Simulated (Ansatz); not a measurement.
Cartesian coordinates (Å):
```xyz
2

C      0.5872     0.0000     0.0000
N     -0.5872     0.0000     0.0000
```
Charge 0, spin multiplicity 2.

Level of theory: frozen-core CCSD(T)/cc-pVTZ // PBE-D3(BJ)/def2-TZVP run with Ansatz (a first-principles code).

```json
{
  "HF energy": "-92.23450 Ha",
  "MP2 correlation energy": "-0.27405 Ha"
}
```

### Question
Estimate the CCSD correlation energy, the (T) correction, the total energy and the T1 diagnostic.

### Answer

```yaml
CCSD correlation energy: -0.31267 Ha
"(T) correction": -0.01855 Ha
CCSD(T) total energy: -92.56572 Ha
T1 diagnostic: 0.091
```
